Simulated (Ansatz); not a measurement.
Ansatz (an electronic-structure program) input (HF/3-21G): The .json file is the Basis Set Exchange's 3-21G.

Ansatz 0.2 input:
```yaml
crystal:
  periodic: [false, false, false]
  atoms:
    - {symbol: C, position_ang: [-0.01757571, 0.09245593, 1.57136089]}
    - {symbol: C, position_ang: [-0.00253030, 0.02041354, 0.22468106]}
    - {symbol: H, position_ang: [-0.01957867, -0.94890930, 1.97860204]}
    - {symbol: C, position_ang: [0.00393210, 1.27502722, -0.63260020]}
    - {symbol: H, position_ang: [-0.00533690, 2.15164792, 0.01652705]}
    - {symbol: H, position_ang: [0.89047130, 1.33342414, -1.28748007]}
    - {symbol: H, position_ang: [-0.86819721, 1.32921117, -1.30690294]}
    - {symbol: C, position_ang: [0.00994611, -1.24288159, -0.63099270]}
    - {symbol: H, position_ang: [0.00510366, -2.13392940, 0.00074878]}
    - {symbol: H, position_ang: [-0.86054684, -1.30287082, -1.30779127]}
    - {symbol: H, position_ang: [0.89545144, -1.29866425, -1.28839789]}
basis:
  gaussian:
    orbitals: 3-21G.json
hamiltonian:
  xc: {name: HF}
total_charge: -1
relax: {f_tol: 0.003, max_steps: 120}
```

### Question
Predict the final energy.

### Answer
-154.54393 Eh.
